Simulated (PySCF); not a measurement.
Compound: C4H10N (charge +1).
Geometry (GFN2-xTB, Å), atoms numbered from 1 in this order:
```
atom  x, y, z in Å
C1     2.1114    0.1953    0.8889
C2     1.6922    0.0713   -0.3557
C3     0.2710   -0.0488   -0.8239
N4    -0.7141   -0.0150    0.2879
C5    -2.1134   -0.1301   -0.1640
H6     3.1622    0.2741    1.1021
H7     1.4711    0.2268    1.7562
H8     2.4030    0.0477   -1.1683
H9     0.1455   -0.9880   -1.3704
H10    0.0449    0.7695   -1.5136
H11   -0.5836    0.8651    0.8033
H12   -0.4909   -0.7815    0.9358
H13   -2.2559   -1.0694   -0.6951
H14   -2.7928   -0.0998    0.6854
H15   -2.3551    0.6908   -0.8366
```

Vertical excitations from PySCF (density fitting, frozen core in the response, grid level 2 and gas phase unless stated; continuum runs use non-equilibrium linear response for the excitations) on a GFN2-xTB geometry. Reference run:

```json
{"settings": "PBE0/def2-SVPD, full TDDFT, 6 singlets", "S1, eV (f)": "6.55 (0.011)", "S2, eV (f)": "7.73 (0.221)", "S3, eV (f)": "8.04 (0.000)", "S4, eV (f)": "8.23 (0.175)", "S5, eV (f)": "8.46 (0.001)", "S6, eV (f)": "8.56 (0.019)", "T1, eV (Tamm–Dancoff)": "4.57", "mean α (au)": "52.8"}
```

Task: What do these settings give: (1) PBE0/pcseg-1, IEF-PCM acetonitrile, fitting basis def2-universal-jkfit, TDA, 3 singlets; (2) BHandHLYP/pcJ-1, IEF-PCM tetrahydrofuran, full TDDFT, 12 singlets?

Result: 
| settings | S1, eV (f) | S2, eV (f) | S3, eV (f) | S4, eV (f) | S5, eV (f) | S6, eV (f) | T1, eV (Tamm–Dancoff) | mean α (au) |
| --- | --- | --- | --- | --- | --- | --- | --- | --- |
| PBE0/pcseg-1, IEF-PCM acetonitrile, fitting basis def2-universal-jkfit, TDA, 3 singlets | 7.62 (0.009) | 8.27 (0.636) | 8.41 (0.000) | – | – | – | 4.61 | 60.1 |
| BHandHLYP/pcJ-1, IEF-PCM tetrahydrofuran, full TDDFT, 12 singlets | 7.77 (0.515) | 7.91 (0.014) | 8.66 (0.000) | 8.90 (0.001) | 9.34 (0.029) | 9.50 (0.014) | 4.49 | 58.6 |

(1) S1 moves by +1.07 eV; basis, environment and response scheme change together, so the shift can't be laid on one. (2) S1 moves by +1.22 eV; functional, basis and environment change together, so the shift can't be laid on one. States are counted by energy in each run and needn't keep their character from row to row.

Task: Which orbital pairs make up S1 in each run, and how does it sit against the orbital gap?

Result: 
```tsv
settings	S1 configurations (weight)	S1 (eV)	orbital gap (eV)	S1 − gap (eV)
PBE0/def2-SVPD, full TDDFT, 6 singlets	H→L 0.99	6.55	7.74	-1.19
PBE0/pcseg-1, IEF-PCM acetonitrile, fitting basis def2-universal-jkfit, TDA, 3 singlets	H→L+1 0.98	7.62	8.13	-0.51
BHandHLYP/pcJ-1, IEF-PCM tetrahydrofuran, full TDDFT, 12 singlets	H→L 0.97	7.77	10.28	-2.51
```

The structure is a single GFN2-xTB conformer; no vibrational corrections.
